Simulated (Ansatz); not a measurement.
# C₃H₅+ (SMILES C=C[CH2+]): functionals against CCSD(T) at one geometry

One table from this session's results is given with a row withheld; the runs are named, their logs left out.

Computed with Ansatz 0.2.0, Gaussian basis. Level: single points in def2-TZVPP.

Cores are frozen in the correlated methods. B3LYP uses VWN-RPA correlation.

### Where the work starts

SMILES `C=C[CH2+]`, 8 atoms, charge 1, spin multiplicity 1.

Atoms are counted from 1 here; the program's logs count them from 0.

Bond lengths: C1–C2 1.474 Å, C1–H4 1.102 Å, C1–H5 1.098 Å, C2–C3 1.503 Å, C2–H6 1.223 Å, C3–H7 1.075 Å, C3–H8 1.084 Å. Angles: C2–C1–H4 125.5°, C2–C1–H5 129.0°, H4–C1–H5 104.8°, C1–C2–C3 116.3°, C1–C2–H6 118.1°, C3–C2–H6 124.3°, C2–C3–H7 118.2°, C2–C3–H8 108.9°, H7–C3–H8 129.7°.

Geometry (Å):

```xyz
8
C3H5
C    -0.44160    0.96070   -0.73380
C     0.36010    0.26340    0.28790
C     0.09490   -1.20680    0.45310
H    -1.15720    0.48180   -1.42220
H    -0.59980    2.03860   -0.87120
H     1.00080    0.94060    1.07970
H    -0.38980   -1.72850   -0.35170
H     0.72940   -1.59090    1.24420
```

Set-up of the first run:

The input, run/in.yaml:

```yaml
crystal:
  periodic: [false, false, false]
  atoms:
    - {symbol: C, position_ang: [-0.441600, 0.960700, -0.733800]}
    - {symbol: C, position_ang: [0.360100, 0.263400, 0.287900]}
    - {symbol: C, position_ang: [0.094900, -1.206800, 0.453100]}
    - {symbol: H, position_ang: [-1.157200, 0.481800, -1.422200]}
    - {symbol: H, position_ang: [-0.599800, 2.038600, -0.871200]}
    - {symbol: H, position_ang: [1.000800, 0.940600, 1.079700]}
    - {symbol: H, position_ang: [-0.389800, -1.728500, -0.351700]}
    - {symbol: H, position_ang: [0.729400, -1.590900, 1.244200]}
basis:
  gaussian: {orbitals: def2-TZVPP}
total_charge: 1
correlation: {method: ccsd_t}
output: {forces: true}
```

No record of the launch command was kept for these runs.

Among the steps run: CCSD(T)/def2-TZVPP; PBE0-D4/def2-TZVPP; wB97M-V/def2-TZVPP; r2SCAN-D4/def2-TZVPP; PBE-D4/def2-TZVPP; B3LYP-D4/def2-TZVPP; B97M-V/def2-TZVPP.

One table of the session follows, with a row left open; its other results are not shown here.

| method | RMS force component (eV/Å) | angle to CCSD(T) forces (°) |
| --- | --- | --- |
| CCSD(T) | 1.540 | reference |
| PBE0-D4 | 1.658 | 4.5 |
| wB97M-V | 1.671 | 4.5 |
| r2SCAN-D4 | ? | ? |
| PBE-D4 | 1.517 | 5.5 |
| B3LYP-D4 | 1.603 | 3.0 |
| B97M-V | 1.631 | 4.7 |

Q: Estimate the row for r2SCAN-D4 from the others.

As computed: RMS force component (eV/Å): 1.591; angle to CCSD(T) forces (°): 3.1. In the column «RMS force component (eV/Å)» it lies between CCSD(T) (1.540) and B3LYP-D4 (1.603).
